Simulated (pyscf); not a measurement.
6 silicon, germanium or tin steps of one kind (elimination, closed-shell): reaction energy in eV, from the separated reactants or the lowest minimum found. Optimised with ωB97X-D3(BJ)/def2-SVP in PySCF. Correlated levels are frozen-core, on RHF or UHF. ΔMP2 is the change of the MP2 total energy from the triple- to the quadruple-zeta basis. Functionals in def2-TZVP; the last column is CCSD(T)/def2-TZVPP + ΔMP2(QZVPP). Rows were drawn at random from the steps of this kind and element class whose saddle was verified and whose references are stable, among light species with clean single-reference diagnostics.

```csv
step,PBE,r²SCAN,M06-2X,CCSD(T)
`[CH3][SiH2][Cl]` → `[CH2]=[SiH2]` + `[ClH]`,+3.26,+3.45,+3.49,+3.32
`[SiH3][PH][SiH3]` → `[SiH4]` + `[SiH2]=[PH]`,+1.65,+1.77,+1.74,+1.69
`[CH3][CH2][O][SiH3]` → `[CH3][SiH3]` + `[CH2]=[O]`,+1.49,+1.67,+1.81,+1.66
`[CH3][Si][Cl]` [singlet] → `[CH2]=[Si]` [singlet] + `[ClH]`,+2.76,+2.85,+2.83,+2.68
`[CH3][O][SiH3]` → `[CH2]=[O]` + `[SiH4]`,+1.80,+1.98,+2.11,+1.94
`[NH2][SiH]([Cl])[Cl]` -> `[NH]=[SiH][Cl]` + `[ClH]`,+3.14,+3.38,+3.52,+3.33
```

Differences from the last column (eV): PBE: mean -0.09, median -0.11, mean size 0.12, lower in 5 of 6; r²SCAN: mean +0.08, median +0.07, mean size 0.08, lower in 0 of 6; M06-2X: mean +0.15, median +0.16, mean size 0.15, lower in 0 of 6. PBE is closest for row 2 (0.04 eV apart) and farthest for row 6 (0.19 eV). PBE, r²SCAN and M06-2X carry no added dispersion term. The last column is a level with limits of its own. The CCSD(T) − MP2 part came from Ansatz, without density fitting, on the same reference.
